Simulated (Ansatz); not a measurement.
**Al2C+ (quartet): wave-function methods side by side, cc-pVDZ**

Aim: climb from Hartree-Fock through coupled cluster and multireference methods for Al2C+ (quartet) at one geometry and basis, and see what each rung misses.

The runs use Ansatz 0.2.0, Gaussian basis; cc-pVDZ, core rule «outside noble gas», up to 11 orbitals frozen.

Plan: UHF; CCSD(T) on ROHF; CCSD(T) on UHF; BCCD(T) on ROHF; CISD; CCSDT(Q) on ROHF; CCSDT(Q) on UHF; CASSCF and NEVPT2, 9 electrons in 11 orbitals.

33 further runs of the same task are left out: 17 that didn't finish, 16 set aside as unsound or not needed.

## (1) What is computed

The geometry is a PBE0/def2-TZVP stationary point (not a proven minimum) of the parent state, kept for this charge and spin.

3 atoms, charge 1, spin multiplicity 4.

Atoms are counted from 1 here; the program's logs count them from 0.

Bond lengths: Al1–Al2 2.681 Å, Al2–C3 1.896 Å. Angles: Al1–Al2–C3 180.0°.

## (2) UHF

Input file in.yaml:

```yaml
crystal:
  periodic: [false, false, false]
  atoms:
    - {symbol: Al, position_ang: [0.000000, 0.000000, 2.419367]}
    - {symbol: Al, position_ang: [0.000000, 0.000000, -0.261933]}
    - {symbol: C, position_ang: [0.000000, 0.000000, -2.157433]}
basis:
  gaussian: {orbitals: cc-pVDZ}
total_charge: 1
magnetization: {spin_polarized: true, initial_magnetization: 3}
hamiltonian: {xc: hf}
output: {orbitals: {seedname: orbitals}}
```

Command:

```bash
ansatz run in.yaml --threads 1 --pin off --events-out ev --progress --plain --max-ram 2393MiB
```

The runs that follow: CCSD(T) on ROHF; CCSD(T) on UHF; BCCD(T) on ROHF; CISD; CCSDT(Q) on ROHF; CCSDT(Q) on UHF; CASSCF and NEVPT2, 9 electrons in 11 orbitals.

Q: Predict the results of all the runs planned. Wanted: UCCSDT(Q) below the RHF energy; RMP2 from UCCSDT(Q); UMP2 from UCCSDT(Q); RCCSD from UCCSDT(Q); RCCSD(T) from UCCSDT(Q); UCCSD(T) from UCCSDT(Q); RCCSDT(Q) from UCCSDT(Q); NEVPT2 frontier from UCCSDT(Q); T1 diagnostic.

As calculated:

| quantity | value |
| --- | --- |
| UCCSDT(Q) below the RHF energy | -5.0247 eV |
| RMP2 from UCCSDT(Q) | +32.66 kcal/mol |
| UMP2 from UCCSDT(Q) | +32.46 kcal/mol |
| RCCSD from UCCSDT(Q) | +5.39 kcal/mol |
| RCCSD(T) from UCCSDT(Q) | +1.63 kcal/mol |
| UCCSD(T) from UCCSDT(Q) | +1.60 kcal/mol |
| RCCSDT(Q) from UCCSDT(Q) | +0.05 kcal/mol |
| NEVPT2 frontier from UCCSDT(Q) | +20.95 kcal/mol |
| levels within 1 kcal/mol (43 meV) | RCCSDT, UCCSDT, RCCSDT(Q) |
| T1 diagnostic | 0.042 |

RCCSD(T) misses by +1.63 kcal/mol, 1.4 % of the correlation energy. Coupled cluster took another determinant than the lowest Hartree-Fock one. These misses are within one basis, not against nature; the frozen cores of restricted and unrestricted runs differ, which can shift their rows.
